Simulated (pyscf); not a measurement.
Hydrogen abstraction: H₂N–NH₂ + SiH₃• -> •HN–NH₂ + SiH₄

Gas phase, doublet surface, charge 0. Bonds broken: N1–H3. Bonds formed: H3–Si7. PySCF, gas phase, ωB97X-D3(BJ)/def2-SVP geometries.

Transition state (Å):

```xyz
10

N     -2.2344    -0.0953    -0.2503
N     -2.2008     0.0270     1.1142
H     -1.1166     0.2310    -0.7751
H     -2.2400    -1.0985    -0.4658
H     -1.4626    -0.4850     1.6022
H     -2.2017     1.0052     1.3914
Si     0.6301     0.3100    -1.0362
H      1.0519    -0.2316    -2.3653
H      1.1384     1.7111    -0.8956
H      1.2715    -0.5238     0.0343
```

One imaginary mode, 1731i cm⁻¹; descent along it reached the two sides named.

```tsv
bond	change	reactant side (Å)	saddle	product side
N1–H3	breaks	1.021	1.277	2.9
H3–Si7	forms	2.9	1.768	1.486
```

Electronic energies relative to the separated reactants (eV):

```tsv
level	barrier	reaction energy	reverse barrier
ωB97X-D3(BJ)/def2-TZVP	0.38	-0.47	0.85
PBE/def2-TZVP	0.07	-0.36	0.43
r²SCAN/def2-TZVP	0.18	-0.40	0.58
B3LYP-D3(BJ)/def2-TZVP	0.23	-0.45	0.68
PBE0-D3(BJ)/def2-TZVP	0.26	-0.33	0.59
M06-2X/def2-TZVP	0.51	-0.24	0.75
ωB97M-D3(BJ)/def2-TZVP	0.43	-0.40	0.83
HF/def2-TZVP	1.08	-0.50	1.58
```

With ωB97M-D3(BJ)/def2-TZVP energies and thermal terms (ideal gas, 1 atm, RRHO with modes under 100 cm⁻¹ raised to 100, one conformer, R ln 2 for chiral ones without a mode under 150 cm⁻¹), in eV:

| T (K) | ΔH‡ | ΔG‡ | ΔH | ΔG |
|---|---|---|---|---|
| 298 | 0.28 | 0.67 | -0.51 | -0.48 |
| 600 | 0.32 | 1.06 | -0.50 | -0.44 |
| 900 | 0.36 | 1.42 | -0.49 | -0.42 |
| 1200 | 0.41 | 1.77 | -0.48 | -0.39 |

This is the saddle that the search found; another between the same sides may lie lower. The angle at the transferred H is 160°.
